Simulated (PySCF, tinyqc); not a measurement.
The basis set: RHF and MP2 along a ladder of basis sets, for CH2, spin multiplicity 1. Computed by the program tinyqc with PySCF. Command: `OMP_NUM_THREADS=1 python tinyqc.py 111769 111770 out.jsonl`; one thread of a shared host (Intel(R) Xeon(R) Processor @ 2.60GHz), about 2 s.

Geometry (angstrom):

| atom | x | y | z |
|---|---|---|---|
| C | 0.0000 | 0.0000 | 0.0000 |
| H | 0.0000 | 0.9410 | 0.4280 |
| H | 0.0000 | -0.9410 | 0.4280 |

Same geometry throughout; the dipole is taken about the origin.

RHF and frozen-core MP2 in a ladder of bases:

| basis | functions | E(RHF) (hartree) | E(MP2 corr) (hartree) | HOMO (eV) | LUMO (eV) | dipole (debye) |
|---|---|---|---|---|---|---|
| sto-3g | 7 | -38.336458 | -0.029693 | -7.2767 | 6.4906 | 1.6025 |
| 3-21g | 13 | -38.633289 | -0.062402 | -9.1403 | 2.2954 | 2.1065 |
| 6-31g | 13 | -38.836527 | -0.061799 | -9.1619 | 2.1114 | 2.1302 |
| 6-31g** | 24 | -38.855678 | -0.107414 | -9.2979 | 2.1646 | 1.8350 |
| cc-pvdz | 24 | -38.859444 | -0.106961 | -9.4507 | 1.8545 | 1.7673 |
| aug-cc-pvdz | 41 | -38.864205 | -0.112631 | -9.6666 | 0.7447 | 1.7273 |
| cc-pvtz | 58 | -38.873982 | -0.136819 | -9.6220 | 1.4334 | 1.7452 |

From cc-pVDZ to cc-pVTZ the RHF energy falls by 14.5 mhartree and the correlation energy by 29.9. If valence correlation converges as X^-3, (27 E(T) - 8 E(D))/19 gives -0.1494 hartree, a rough estimate from such small X that usually falls short; STO-3G holds about 20 % of it. Beyond STO-3G the LUMO moves by 1.6 eV and the HOMO by 0.5 eV. The restricted reference is unstable here: a spin-polarised solution lies 0.0364 hartree lower (PySCF, cc-pVDZ), so results built on it describe a poor reference.
